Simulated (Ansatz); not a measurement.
Cost and result for the atomization energy of F2S2 (`FSSF`) (4 atoms, 3 bonds).

Charge 0, multiplicity 1. Geometry: relaxed with PBE0-D4/def2-TZVP. It is one conformer, not always the lowest. Program: Ansatz. All runs use 4 threads of an Arm Neoverse V1 on a shared host. Times are those of one run each, without the atoms' runs, and a repeat can differ threefold. Electronic energies, without spin–orbit coupling; frozen cores. CCSD(T)/CBS extrapolates def2-TZVPP and def2-QZVPP, and its time is that of the two runs behind it. T1 = 0.019. B3LYP takes the VWN-RPA correlation (the form of Gaussian; ORCA's B3LYP/G). HSE06 is the plane-wave form, built on full-range PBE exchange.

CCSD(T)/CBS is a level of theory with its own doubt, some kJ/mol a heavy atom from the limit and from the frozen cores, so smaller differences don't rank the functionals.

```tsv
level	functions	wall time
CCSD(T)/def2-SVP	64	0.5 s
revPBE-D4/def2-TZVPP	146	0.65 s
PBE0-D4/def2-TZVPP	146	0.9 s
HSE06-D4/def2-TZVPP	146	1.1 s
CAM-B3LYP-D4/def2-TZVPP	146	1.1 s
B3LYP-D4/def2-TZVPP (with forces)	146	1.1 s
PBE-QIDH/def2-TZVPP	146	1.6 s
B97M-V/def2-TZVPP	146	2.2 s
ωB97X-V/def2-TZVPP	146	2.4 s
ωB97M-V/def2-TZVPP (with forces)	146	3.1 s
CCSD(T)/def2-TZVPP	146	4.7 s
CCSD(T)/def2-QZVPP	254	37 s
CCSD(T)/CBS(def2)	–	41 s
```

Question: What atomization energy does each give, and how far from CCSD(T)/CBS? (Estimate.)

Answer: Computed: 
```csv
level,atomization (kcal/mol),difference from CCSD(T)/CBS,per bond
CCSD(T)/def2-SVP,190.5,-58.2,-19.4
revPBE-D4/def2-TZVPP,262.2,13.5,4.5
PBE0-D4/def2-TZVPP,250.6,1.9,0.6
HSE06-D4/def2-TZVPP,251.2,2.5,0.8
CAM-B3LYP-D4/def2-TZVPP,246.6,-2.1,-0.7
B3LYP-D4/def2-TZVPP (with forces),247.2,-1.5,-0.5
PBE-QIDH/def2-TZVPP,238.5,-10.2,-3.4
B97M-V/def2-TZVPP,255.3,6.6,2.2
ωB97X-V/def2-TZVPP,251.4,2.7,0.9
ωB97M-V/def2-TZVPP (with forces),253.7,5.0,1.7
CCSD(T)/def2-TZVPP,228.7,-20.0,-6.6
CCSD(T)/def2-QZVPP,241.1,-7.6,-2.5
CCSD(T)/CBS(def2),248.7,0.0,0.0
```

The D4 term adds +3.5 kcal/mol with B3LYP and +1.8 kcal/mol with PBE0; it sums over pairs of atoms, weighted by their polarisabilities, and B3LYP, whose exchange is more repulsive, gets the larger term. From r2SCAN to r2SCAN0 (25 % exact exchange), in def2-TZVPP and without D4, the atomization energy moves by −21.5 kcal/mol: exact exchange takes away binding that semilocal exchange gives to molecules. In def2-TZVPP, CCSD(T) changes the Hartree–Fock value by +120.3 kcal/mol (the triples alone add +12.7 kcal/mol) and MP2 by +138.3 kcal/mol; breaking electron pairs costs correlation energy, which Hartree–Fock lacks.
